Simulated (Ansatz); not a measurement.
CH5AlN (`[CH3][Al][NH2]`) radical. Charge 0, multiplicity 2. Geometry: relaxed with PBE0-D4/def2-TZVP. It is one conformer, not always the lowest.

```xyz
8

C    -0.581    1.006   -0.801
Al    0.159    0.437    0.934
N     0.736   -1.239    1.074
H    -0.776    0.137   -1.437
H     0.127    1.659   -1.321
H    -1.512    1.566   -0.682
H     1.143   -1.644    1.901
H     0.703   -1.922    0.332
```

Question: What is the dipole moment at ωB97M-V/def2-TZVPP? (An estimate is asked.)

Answer: The calculation gave: 0.69 D, with components (0.18, -0.66, -0.10) D in this frame, pointing from negative to positive charge.

Question: And with PBE, r2SCAN, B3LYP? (Estimate.)

Answer: The calculation gave: PBE 0.91 D, r2SCAN 0.88 D, B3LYP 0.77 D.

Question: Give the Mulliken charges with ωB97M-V, r2SCAN, B3LYP in def2-TZVPP. (An estimate is asked.)

Answer: Ansatz gave: 
```tsv
atom	ωB97M-V	r2SCAN	B3LYP
C1	-0.48	-0.37	-0.41
Al2	0.31	0.35	0.30
N3	-0.36	-0.46	-0.39
H4	0.10	0.06	0.09
H5	0.10	0.07	0.09
H6	0.11	0.07	0.09
H7	0.11	0.15	0.13
H8	0.10	0.14	0.12
```

B3LYP here is the variant with VWN-RPA as its local correlation; programs differ in this.
